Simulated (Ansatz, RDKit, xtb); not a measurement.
# C4H7NO: ranking a sample of isomers

Which of a sample of isomers of C4H7NO is the most stable in the gas at 298.15 K, and what are its properties? The sample is small against all isomers, and the most stable one of this formula need not be in it.

Plan: many cheap relaxations first (GFN2-xTB), then density-functional screening, relaxation at r2SCAN-D4/def2-SVP, vibrations (at GFN2-xTB) and a final energy. The numbers are computed, not measured.

### 1 Drawing up candidates

Isomers were taken from a list of plausible structures; this is a sample, not all of them. That gives 3 candidates.

```csv
label,SMILES,spin
c823,C[C@@H](O)CC#N,singlet
c915,N#CCCCO,singlet
c929,C[C@@H](C#N)CO,singlet
```

Candidates are built by distance geometry, with a force field where one applies, in up to four conformers (letters a to d).

Q: Predict the outcome of this search (final energies at CCSD(T)/def2-SVP + MP2/def2-TZVPP - MP2/def2-SVP).

| quantity | value |
| --- | --- |
| lowest structure found | C[C@@H](O)CC#N, singlet |
| next finalist | C[C@@H](C#N)CO, singlet, 3.6 kcal/mol higher in G |
| share at equilibrium, among the finalists | 99.7 % |

The lowest structure found is `C[C@@H](O)CC#N`. The margin of 3.6 kcal/mol over the next finalist is beyond the usual error of the last level; it says nothing of structures that weren't ranked. With 3 minima in the window unscreened, the next finalist need not be the second lowest, and margin and share hold for the finalists alone. GFN2-xTB, HF/STO-3G, r2SCAN-D4/def2-SVP, r2SCAN-D4/def2-SVP, relaxed, HF/def2-SVP and MP2/def2-SVP already put its bonding pattern lowest among the structures in one piece. 3 minima inside the window were never screened. The search is not exhaustive (a finite list of starts, one conformer a finalist), so a lower isomer can't be ruled out. Only 3 drawn patterns were tried, so whole families of isomers are missing, and the result ranks only the part of this sample that was screened. The lowest isomer need not be the one that is made and kept in a bottle, which depends on barriers.
